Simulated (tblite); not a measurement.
Compound: C4H7OS (doublet state).
SMILES with atom numbers: `[CH2:1][C@H:2]([SH:3])[C:4]([CH3:5])=[O:6]` (hydrogens: H7, H8 on C1; H9 on C2; H10 on S3; H11, H12, H13 on C5)

Cartesian coordinates in Å at the GFN2-xTB level; atoms count from 1:
```xyz
13
C4H7OS angstrom
C      1.9287   -0.3843    0.1925
C      0.6928    0.0240   -0.3518
S      0.5263    2.0124   -0.1906
C     -0.5561   -0.3361    0.4305
C     -1.8008   -0.4204   -0.4076
O     -0.5313   -0.5227    1.6193
H      2.0195   -0.5051    1.2572
H      2.8097   -0.4650   -0.4147
H      0.5893   -0.0750   -1.4295
H      0.6180    2.0155    1.1349
H     -1.7201   -1.2744   -1.0786
H     -2.6708   -0.5462    0.2314
H     -1.9097    0.4778   -1.0107
```

Computed geometry: GFN2-xTB, gas phase. This method treats the open shell by occupation alone, without spin polarisation.

Take the most abundant isotopes and a rigid rotor. The values belong to one conformer with, in the numbering `[CH2:1][C@H:2]([SH:3])[C:4]([CH3:5])=[O:6]`, H–C1–C2–S3 81° and -91°, C1–C2–S3–H -60°, C1–C2–C4–C5 -155°.

Give the principal moments of inertia and the rotational constants in MHz.

Ia = 140.19, Ib = 216.45, Ic = 271.87 u·Å²; 505379 MHz·u·Å²/I gives A = 3605, B = 2335, C = 1859 MHz.

What kind of rotor is it?

An asymmetric top; Ray's κ = -0.455.

What does the inertial defect say?

Not planar: Δ = Ic − Ia − Ib = -84.77 u·Å². For a rigid frame Δ = −2 Σ m c², so Σ m c² = 42.39 u·Å² lies off the ab plane: 9.89 from hydrogen and 32.50 from heavier atoms. The atom farthest from that plane is 1.69 Å away.

List the rotational levels J(Ka,Kc) to J = 3 (K).

Above 0(0,0), as E/k:
J = 1: 1(0,1) 0.201, 1(1,1) 0.262, 1(1,0) 0.285
J = 2: 2(0,2) 0.598, 2(1,2) 0.642, 2(1,1) 0.710, 2(2,1) 0.893, 2(2,0) 0.899
J = 3: 3(0,3) 1.183, 3(1,3) 1.208, 3(1,2) 1.345, 3(2,2) 1.497, 3(2,1) 1.522, 3(3,1) 1.862, 3(3,0) 1.863

Estimate the classical rotational partition function at 100 K, 200 K and 500 K.

Point group C1, symmetry number σ = 1; q = (√π/σ)·√((kT/h)³/(ABC)), k/h = 20836.6 MHz/K: 42600 at 100 K, 121000 at 200 K, 476000 at 500 K.

For this open shell read J as N, the rotation without spin; fine and hyperfine splittings come on top. Its GFN2-xTB frequencies are all real (lowest 78 cm⁻¹). Constants of a rigid frame at the computed geometry: no zero-point averaging, no centrifugal distortion.
